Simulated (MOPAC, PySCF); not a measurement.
Stepwise substitution at one centre (Si C2H5-H). Gas-phase values, no solvent. One relaxed conformer stands for each flexible species; it need not be the lowest. Strings in code marks are SMILES.

Quantity: redistribution energy (mixed species minus the weighted end members), in eV. Semi-empirical values (MOPAC) are differences of heats of formation.

Level 1: B3LYP-D3(BJ)/def2-TZVP // B3LYP-D3(BJ)/def2-SVP (PySCF)
Level 2: B3LYP/6-31G* // B3LYP-D3(BJ)/def2-SVP (PySCF)
Level 3: HF/STO-3G // B3LYP-D3(BJ)/def2-SVP (PySCF)
Level 4: PM3 // B3LYP-D3(BJ)/def2-SVP (MOPAC)

| species | level 2 | level 3 | level 4 |
|---|---|---|---|
| 1 of 4 C2H5 replaced by H: `CC[SiH](CC)CC` | -0.036 | 0.007 | 0.008 |
| 3 of 4 C2H5 replaced by H: `CC[SiH3]` | -0.027 | 0.023 | -0.002 |
| 2 of 4 C2H5 replaced by H: `CC[SiH2]CC` (C–C–Si–C torsion 180°, C–Si–C–C torsion 180°) | -0.047 | 0.026 | 0.005 |

Q: What does level 1 give for each, and how far do the other levels lie from it on average?

A: 
- 1 of 4 C2H5 replaced by H: `CC[SiH](CC)CC`: 0.036
- 3 of 4 C2H5 replaced by H: `CC[SiH3]`: 0.027
- 2 of 4 C2H5 replaced by H: `CC[SiH2]CC` (C–C–Si–C torsion 180°, C–Si–C–C torsion 180°): 0.041
Mean absolute difference from level 1, which has limits of its own, over these rows (drawn at random from the members that have all these levels): level 2 0.071 eV, level 3 0.016 eV, level 4 0.031 eV.
